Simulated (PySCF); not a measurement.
Gas-phase reaction: HSiNH₂ + N₂H₂ ⇌ H₃SiNH₂ + N₂

Method: PySCF energies plus ideal-gas RRHO corrections (1 bar). † marks an energy on the PBE0/def2-TZVP geometry and frequencies; other levels use their own. CCSD(T) freezes the core. All species are closed-shell singlets. B3LYP is the form with VWN-RPA correlation. HSiNH₂, H₃SiNH₂: computed as isolated molecules; such fragments, hydroxides, amides, oligomers or adducts are transient or little studied in the gas. CCSD(T) isn't extrapolated to the basis-set limit; its ΔH°(298 K) is -359.2 kJ in def2-SVP and -361.7 kJ in def2-TZVPP. The harmonic model lacks anharmonicity and excited electronic states, which grow with temperature; levels with a mode under 35 cm⁻¹ are left out. Internal rotation in HSiNH₂, H₃SiNH₂ is treated as a harmonic vibration of one conformer, which makes the entropy rough.

```tsv
level	ΔE electronic, kJ	ΔH°(298 K), kJ	ΔS°(298 K), J/K	ΔG°(800 K), kJ
B3LYP/def2-TZVP†	-328	-343	-8	-340
BLYP/def2-TZVP†	-314	-329	-8	-326
CCSD(T)/def2-TZVPP†	-347	-362	-8	-359
PBE0/def2-SVP†	-311	-326	-8	-323
PBE0/def2-TZVP	-323	-338	-8	-336
```
ΔH° is lowest at CCSD(T)/def2-TZVPP† and highest at PBE0/def2-SVP†. No reference value is set beside these.
